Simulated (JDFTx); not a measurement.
System: ethanethiol, C2H6S (SMILES CCS), charge 0, multiplicity 1; geometry: a GFN2-xTB minimum in vacuum (one conformer, no imaginary frequency past 20 cm⁻¹; largest PBE force component 0.6 eV/Å). Coordinates in Å:
```xyz
9

C     -0.923    -0.477    -0.040
C      0.256     0.472     0.040
S      1.794    -0.280    -0.606
H     -1.827     0.027     0.296
H     -0.759    -1.350     0.589
H     -1.071    -0.812    -1.065
H      0.098     1.350    -0.584
H      0.447     0.793     1.065
H      1.827    -1.294     0.257
```

Level of theory: PBE, GBRV ultrasoft potentials, plane waves to 20/100 Ha; code: a modified build of JDFTx. Liquid: CANDLE, water, 0.5 M NaF. The liquid run sits in a periodic box with 4 Å from the outermost atoms to the faces; the vacuum run is isolated. The box matters at about 0.01 eV. Solvation energy here means the total energy in the continuum liquid minus that in vacuum, same nuclei, nothing added for thermal motion or standard states.

The solvation energy comes out as -1.2 kcal/mol, the part: cavitation term of the fluid comes out as 10.9 kcal/mol and the part: dispersion term of the fluid is -8.6 kcal/mol. The part: electrostatic term of the fluid is -4.3 kcal/mol. The part: distortion of the solute's electrons is 0.8 kcal/mol and the dipole moment in vacuum comes out as 1.66 D. The dipole moment in the liquid is 2.39 D, the highest occupied level in vacuum (zero: vacuum level) comes out as -5.56 eV and the highest occupied level in the liquid (zero: bulk electrolyte) is -5.59 eV. The volume of the model's cavity is 224.1 Å³ and the rough cost, vacuum and liquid run is 90 s and 100 s of core time.
